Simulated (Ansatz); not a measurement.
An input meant for B2H3⁺ (charge 1, singlet).

```yaml
crystal:
  periodic: [false, false, false]
  atoms:
    - {symbol: B, position_ang: [0.473081, -0.297472, -0.255385]}
    - {symbol: B, position_ang: [-0.728723, 0.458450, 0.393348]}
    - {symbol: H, position_ang: [-1.634540, 1.028026, 0.882489]}
    - {symbol: H, position_ang: [1.090602, 0.190097, -1.155170]}
    - {symbol: h, position_ang: [0.799590, -1.379101, 0.134718]}
basis:
  gaussian: {orbitals: STO-3G}
total_charge: 1
hamiltonian: {xc: {name: B2GP-PLYP}}
```

```sh
$ ansatz run in.yaml --threads 4 --pin off --events-out ev --progress --plain --max-ram 3916MiB
```

(1) Predict how Ansatz answers.

## Answers

(1) The program refused the input. An element symbol is wrong.
```
Error: YAML parse error: error: line 8 column 16: `h` is not an element symbol (H … Og, case-exact)
 6 |     - {symbol: H, position_ang: [-1.634540, 1.028026, 0.882489]}
 7 |     - {symbol: H, position_ang: [1.090602, 0.190097, -1.155170]}
 8 |     - {symbol: h, position_ang: [0.799590, -1.379101, 0.134718]}
 9 | basis:
10 |   gaussian: {orbitals: STO-3G}
```
